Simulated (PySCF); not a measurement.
Species: 2-chloroethanol, C2H5ClO.
Structure used (PBE0-D3(BJ)/def2-SVP), in Å, numbered top down from 1:
```xyz
9
C2H5ClO angstrom
O     -1.2648   -0.9469    0.2371
C      0.0965   -0.7291    0.0421
C      0.4032    0.6896   -0.3829
Cl    -0.1244    1.8380    0.8944
H     -1.5646   -0.2785    0.8674
H      0.4295   -1.4060   -0.7631
H      0.6978   -0.9730    0.9414
H      1.4783    0.8484   -0.5439
H     -0.1514    0.9574   -1.2925
```

Method: core-valence-separated Tamm–Dancoff BHandHLYP/aug-pcX-1 (pcseg-1 on H, def2-SVPD on Cl) in PySCF, non-relativistic, gas phase, PBE0-D3(BJ)/def2-SVP geometry. BHandHLYP without relativity tends to put these K edges a few eV too low, so spacings mean more than positions.

The lowest roots of each edge with f over 0.003 (five at most, numbered afresh; weaker and dark ones are left out), with transition dipoles (au) in the frame of the coordinates:

```tsv
root	edge	E (eV)	μx	μy	μz
1	C	284.81	-0.0284	0.0639	0.0710
2	C	287.08	0.0484	-0.0369	-0.0061
3	C	287.19	0.0374	0.0180	-0.0342
4	C	287.40	0.0333	0.0245	-0.0149
5	C	287.63	0.0139	0.0132	0.0642
6	O	532.74	0.0051	-0.0266	-0.0244
7	O	534.05	0.0353	-0.0053	-0.0035
8	O	534.48	-0.0136	0.0153	0.0134
9	O	534.66	-0.0160	-0.0080	0.0142
10	O	535.15	-0.0373	-0.0030	-0.0046
```

Task: What are the oscillator strengths?

Result: f = (2/3) ΔE |μ|², with ΔE in hartree (27.2114 eV):

```
root  ΔE (Eh)  |μ|² (au)      f  core hole on
   1  10.4664   0.009931  0.069            C3
   2  10.5501   0.003748  0.026            C2
   3  10.5541   0.002891  0.020            C3
   4  10.5618   0.001933  0.014            C2
   5  10.5702   0.004486  0.032            C2
   6  19.5777   0.001330  0.017            O1
   7  19.6260   0.001289  0.017            O1
   8  19.6419   0.000598  0.008            O1
   9  19.6483   0.000520  0.007            O1
  10  19.6664   0.001420  0.019            O1
```

Task: Molecules are fixed in this frame and the field points along (0, 1, 1)/√2. What effective strengths 3 f cos²θ do the roots have (θ between field and μ)?

Result: root 1 (C3): 0.190, root 2 (C2): 0.020, root 3 (C3): 0.003, root 4 (C2): 0.001, root 5 (C2): 0.063, root 6 (O1): 0.051, root 7 (O1): 0.002, root 8 (O1): 0.016, root 9 (O1): 0.001, root 10 (O1): 0.001. Root 1 is the strongest. Averaged over all orientations cos²θ is 1/3, which gives f back.

One conformer stands for the species.
